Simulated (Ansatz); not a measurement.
## Structure optimisation: ruthenium, hcp

Method: DFT, revPBE, plane waves (420 eV) with PAW, scalar-relativistic (Ansatz). (PAW data from PBE, frozen cores regenerated.)

k-point mesh 13×13×8, Fermi-Dirac smearing 0.05 eV, starting moments 1.00 ×2 μB. Cell and atoms relax.

Starting structure:

```yaml
crystal:
  lattice:
    - [2.7038898633, 0.0, 0.0]
    - [-1.3519449316, 2.3416373106, 0.0]
    - [0.0, 0.0, 4.28168]
  atoms:
    - { symbol: Ru, position: [0.3333333333, 0.6666666667, 0.25], spin: 1.0 }
    - { symbol: Ru, position: [0.6666666667, 0.3333333333, 0.75], spin: 1.0 }
hamiltonian:
  xc: revpbe
  pseudopotentials:
    kind: paw
    azcp:
      Ru: "pseudopotentials/Ru.paw.azcp"
basis:
  ecutwfc: 420
  fft_grid_basis: typed
kpoints:
  mp_grid: { grid: [13, 13, 8], shift: [0, 0, 0] }
magnetization:
  spin_polarized: true
scf:
  occupations: { method: fermi_dirac, width: 0.05 }
relax:
  max_steps: 60
  f_tol: 0.01
  cell: {}
```

What cell does the relaxation end in?

P6_3/mmc with a = 2.733 Å, c = 4.300 Å (c/a = 1.573); 13.91 Å³ per atom against 13.55 at the start (2.6 %).

How much energy does the relaxation gain?

9.3 meV per atom.

Path of the relaxation (the plane waves are chosen anew near the end, which can shift the energy a little):

```
step  E − E(final) (meV/atom)  V (Å³/atom)  P (GPa)  max force (eV/Å)
   0                     9.35       13.555     8.19             0.000
   1                     9.74       14.284    -7.33             0.000
   2                     0.22       13.931    -0.42             0.000
   3                     0.18       13.909     0.03             0.000
   4                     0.00       13.909     0.01             0.000
```

Which magnetic state does it end in?

non-magnetic.
